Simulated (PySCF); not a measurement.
A structure optimised at B3LYP-D3(BJ)/def2-TZVPD, used in a PySCF frequency run:

```xyz
2

S      0.0000     0.0000    -0.0793
H      0.0000     0.0000     1.2680
```
Charge 0, spin multiplicity 2.

**Question.** Write its SMILES, formula and point group.

**Answer.** [SH], HS, C∞v

**Question.** What are its rotational constants (standard atomic weights)?

**Answer.** 284.89 GHz (linear rotor, B only)
